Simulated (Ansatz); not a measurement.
# ClHSSi: basis-set convergence

Aim: see how fast density functionals and correlated methods converge with the basis set for ClHSSi.

Computed with Ansatz 0.2.0, Gaussian basis. Level: one geometry, several basis sets.

The runs, in order: PBE0-D4/def2-SVP; ωB97M-V/def2-SVP; PBE0-D4/def2-QZVPP; ωB97M-V/def2-QZVPP; CCSD(T)/cc-pV(D+d)Z; CCSD(T)/cc-pV(T+d)Z; CCSD(T)/cc-pV(Q+d)Z; the functionals' def2-TZVPP values are taken from earlier runs.

## Step 1: The geometry

All runs share one geometry, relaxed beforehand with PBE0-D4 in a triple-zeta def2 set.

SMILES `S[Si]Cl`, 4 atoms, charge 0, spin multiplicity 1.

Atoms are counted from 1 here; the program's logs count them from 0.

Bond lengths: S1–Si2 2.135 Å, S1–H4 1.346 Å, Si2–Cl3 2.086 Å. Angles: Si2–S1–H4 92.8°, S1–Si2–Cl3 97.3°.

## Step 2: PBE0-D4 in def2-SVP

Input file in.yaml:

```yaml
crystal:
  periodic: [false, false, false]
  atoms:
    - {symbol: S, position_ang: [-0.093079, 0.947972, -0.588683]}
    - {symbol: Si, position_ang: [-0.226972, -0.909902, 0.454071]}
    - {symbol: Cl, position_ang: [1.776849, -1.039735, 1.019063]}
    - {symbol: H, position_ang: [-1.401296, 0.941367, -0.904650]}
basis:
  gaussian: {orbitals: def2-SVP}
hamiltonian: {xc: pbe0, dispersion: d4}
output: {orbitals: {seedname: orbitals}}
```

The run is started by

```console
$ ansatz run in.yaml --threads 4 --pin off --events-out ev --progress --plain --max-ram 10444MiB
```

Further steps of the session: ωB97M-V in def2-SVP; PBE0-D4 in def2-QZVPP; ωB97M-V in def2-QZVPP; CCSD(T) in cc-pV(D+d)Z; CCSD(T) in cc-pV(T+d)Z; CCSD(T) in cc-pV(Q+d)Z.

Q: Predict the results of all the runs planned. Wanted: MP2 correlation recovered, cc-pV(D+d)Z; MP2 correlation recovered, cc-pV(T+d)Z; MP2 correlation recovered, cc-pV(Q+d)Z; CCSD(T) limit from def2 sets; PBE0-D4: double and triple zeta above quadruple; ωB97M-V: double and triple zeta above quadruple.

As calculated:

| quantity | value |
| --- | --- |
| MP2 correlation recovered, cc-pV(D+d)Z | 65.3 % |
| MP2 correlation recovered, cc-pV(T+d)Z | 86.2 % |
| MP2 correlation recovered, cc-pV(Q+d)Z | 94.3 % |
| CCSD(T) limit from def2 sets (earlier runs) less the limit of this series | -159 meV |
| PBE0-D4: double and triple zeta above quadruple | 11.89, 0.96 eV |
| ωB97M-V: double and triple zeta above quadruple | 11.78, 0.92 eV |

What this shows: For PBE0-D4 the step from double to triple zeta gains 10.93 eV and the next only 0.96 eV. In cc-pV(D+d)Z MP2 holds 65 % of its limit, in cc-pV(Q+d)Z 94 %, while Hartree-Fock is within 0.079 eV in the largest set. A limit from the def2 sets, made apart, differs by 159 meV, a least measure of the doubt on such a limit. Total energies overstate the basis error of differences, where much of it tends to cancel.
